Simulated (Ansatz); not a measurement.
Write a Python script for Ansatz 0.2.0 through its Python package that makes an active-space calculation of CH₄AlF, SMILES F[CH2][AlH2]. Level of theory: Hartree-Fock, 6-31G* basis, multiplicity 1.

```yaml
atoms:
  - { symbol: F, position_ang: [-1.3605, 0.3752, -1.1465] }
  - { symbol: C, position_ang: [-0.6698, -0.4821, -0.4190] }
  - { symbol: Al, position_ang: [0.7671, 0.4881, 0.5080] }
  - { symbol: H, position_ang: [-0.1568, -1.2334, -1.0972] }
  - { symbol: H, position_ang: [-1.3187, -0.9811, 0.3107] }
  - { symbol: H, position_ang: [0.4510, 1.6642, 1.5591] }
  - { symbol: H, position_ang: [2.3489, 0.1010, 0.2392] }
```

`run_cas.py`
```python
# -*- coding: utf-8 -*-
'''Active-space calculation on CH4AlF.'''

import warnings

import ansatz as az

GEOMETRY = '''
F    -1.36050    0.37520   -1.14650
C    -0.66980   -0.48210   -0.41900
Al    0.76710    0.48810    0.50800
H    -0.15680   -1.23340   -1.09720
H    -1.31870   -0.98110    0.31070
H     0.45100    1.66420    1.55910
H     2.34890    0.10100    0.23920
'''

warnings.simplefilter('ignore', az.DeckWarning)

geometry = az.Crystal.molecule()
for line in GEOMETRY.strip().splitlines():
    symbol, *xyz = line.split()
    geometry = geometry.atom(symbol, [float(v) for v in xyz])

calculation = (
    geometry.calculation()
    .basis(gaussian='6-31G*')
    .correlation(active_electrons=4, active_orbitals=5)
)
for method in [None]:
    report = (calculation if method is None else calculation.correlation(method)).run().report
    space = report['configurations']
    state = space['states'][0]
    print(method or 'casscf', f'total {report["free_energy_ev"] / 27.211386246:.6f} Ha, active-space state {state["energy"]["hartree"]:.6f} Ha, mean field {report["reference_energy_ev"] / 27.211386246:.6f} Ha')
    print('  determinants', state['n_determinants'], ' natural occupations', [round(n, 3) for n in space['natural_occupations']])
```

Running `python run_cas.py` prints:
```text
casscf total -381.537897 Ha, active-space state -381.537897 Ha, mean field -381.484445 Ha
  determinants 100  natural occupations [1.987, 1.979, 0.021, 0.012, 0.002]
```

Caveats:
- Total energies depend on the basis set; only differences at equal settings carry meaning.
- The geometry is a force-field or estimated start, not a minimum of this method, and the basis set is short of its limit. The active space starts as a window about the frontier orbitals and is then optimised, not chosen by chemistry.
- Run time: 6.9 s on 1 thread of Arm Neoverse V2, on a shared host, peak memory 0.17 GiB.

(A comment or docstring line of the script was reworded after the run, the code is as it ran; lines on the test bed's own set-up are left out of the output.)
